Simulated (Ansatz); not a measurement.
## GaH₂⁺, triplet: breathe scan

Starting geometry (PBE0/def2-TZVP stationary point for this spin, not checked as a minimum):

```xyz
3

Ga    0.0000    0.0000   -0.0402
H     0.0000    1.0383    1.3910
H     0.0000   -1.0383    1.3910
```

From there all distances are scaled together; atoms are numbered as listed. Energies are in eV, counted from the starting geometry at the same level. Kohn–Sham curves are unrestricted where that lies lower.

Basis aug-cc-pVTZ; Ansatz 0.2.0. Only valence electrons are correlated (noble-gas cores and the filled d shells of p-block atoms frozen). R marks a restricted (for open shells ROHF) determinant, U an unrestricted one. Active spaces: valence = (4e, 6o) chosen from the atoms' valence shells. No spin–orbit coupling is included, and no scalar relativity.

The frozen core of the U runs drifts against the reference's along the scan: U less R at the highest common level changes by 21 meV, which enters the U errors.

Full CI is exact within this basis and frozen core; it isn't the basis-set limit. The frozen core follows each run's orbitals, which can shift R against U totals by a few meV for light atoms and by up to 0.1 eV past Ca.

```tsv
scale of all distances	full CI	curve A	curve B	curve C	curve D
0.864	0.506	0.465	0.497	0.506	0.531
1.000	0.000	0.000	0.000	0.000	0.000
1.130	0.139	0.105	0.144	0.114	0.039
1.275	0.375	0.311	0.385	0.306	0.127
1.502	0.545	0.516	0.559	0.418	0.152
1.753	0.611	0.643	0.625	0.453	0.148
2.030	0.657	0.732	0.671	0.486	0.160
2.377	0.693	0.791	0.707	0.515	0.180
```

**Question.** The curves come from B3LYP, NEVPT2 (valence space), UCCSDT(Q), UHF. Compare each with full CI and say which is which.

**Answer.** A: B3LYP, B: UCCSDT(Q), C: NEVPT2 (valence space), D: UHF. Spread of the error against full CI, over the points where both stand: A 0.162, B 0.023, C 0.178, D 0.538 eV. 

Functionals correlate the shells that the reference freezes, so part of their error here is the reference's.
